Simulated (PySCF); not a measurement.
Isomerisation enthalpies of C3H8O

**Measured values to compare with.**

CRC Handbook of Chemistry and Physics lists, for the gas at 298.15 K: enthalpy of formation of `CCCO` -255.1 kJ/mol; enthalpy of formation of `CCOC` -216.4 kJ/mol.

How close the calculation comes is told at the end.

Differences of these values give the isomerisation enthalpies. Geometries: PBE0-D3(BJ)/def2-SVP; runs in PySCF, gas phase, with a dispersion term only where the level names one. Total electronic energies (Eh):

```
SMILES  PBE0-D3(BJ)/def2-SVP
  CCCO            -193.98596
  CCOC            -193.97419
```

Geometry of `CCCO` (Å):
```
atom  x, y, z in Å
C1    -1.495    0.104    0.285
C2    -0.201    0.092   -0.512
C3     1.013   -0.286    0.323
O4     2.196   -0.365   -0.424
H5    -1.713   -0.891    0.707
H6    -1.444    0.814    1.126
H7    -2.352    0.393   -0.340
H8    -0.271   -0.614   -1.356
H9    -0.029    1.089   -0.958
H10    1.108    0.418    1.177
H11    0.859   -1.285    0.764
H12    2.363    0.504   -0.804
```

Geometry of `CCOC` (Å):
```
atom  x, y, z in Å
C1    -0.0466   -1.6454    0.6901
C2     0.4136   -0.3509    0.0656
O3    -0.6964    0.4723   -0.1469
C4    -0.3739    1.6984   -0.7180
H5     0.8056   -2.3182    0.8670
H6    -0.7637   -2.1563    0.0306
H7    -0.5448   -1.4525    1.6517
H8     1.1505    0.1566    0.7245
H9     0.9376   -0.5486   -0.8942
H10    0.1027    1.5846   -1.7133
H11    0.3185    2.2876   -0.0822
H12   -1.3029    2.2725   -0.8424
```

Zero-point and thermal terms are left out, so the computed numbers are electronic energies.

## Comparison

Relative to `CCCO`, the lowest by measurement, in kJ/mol (measured: enthalpies at 298.15 K; computed: electronic energies):

```csv
SMILES,measured,PBE0-D3(BJ)/def2-SVP
CCCO,0.0,0.0
CCOC,38.7,30.9
```

Measured values: -255.1 kJ/mol (298.15 K; CRC Handbook of Chemistry and Physics) for the first row; the others come from the same table. Unsigned miss: PBE0-D3(BJ)/def2-SVP 7.8 kJ/mol. One conformer stands for `CCCO` and `CCOC`, not necessarily the lowest, while the measurement averages over conformers. Where a level misses, the cause wasn't examined.
